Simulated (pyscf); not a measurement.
Thermochemistry of product channels of `[CH2][CH2][Cl]` [doublet] on the doublet surface, in kcal/mol, from CCSD(T)/def2-TZVPP + ΔMP2(QZVPP) energies (ideal gas, 1 atm, RRHO with modes under 100 cm⁻¹ raised to 100, one conformer, R ln 2 for rigid chiral ones). Structures and frequencies: ωB97X-D3(BJ)/def2-SVP in PySCF. Correlated levels are frozen-core, on RHF or UHF. ΔMP2 is the change of the MP2 total energy from the triple- to the quadruple-zeta basis.

```tsv
products	ΔE	ΔH(298 K)	ΔG(600 K)	ΔG(1200 K)
`[CH2]=[CH2]` + `[Cl]` [doublet]	+18.5	+18.5	+5.1	…
`[CH3][CH][Cl]` [doublet]	-4.0	-3.9	-4.5	…
```

Task: Fill in the missing entries.

Result: 
- `[CH2]=[CH2]` + `[Cl]` [doublet], ΔG(1200 K): -7.8
- `[CH3][CH][Cl]` [doublet], ΔG(1200 K): -4.9

The channel to H₂C=CH₂ + Cl• turns favourable between 298 and 1200 K (ΔG from +11.8 kcal/mol to -7.8 kcal/mol).

These are energies of the channels, which say nothing of barriers. The CCSD(T) − MP2 part came from Ansatz, without density fitting, on the same reference. Left out: orbital degeneracy and the spin-orbit lowering of Cl.
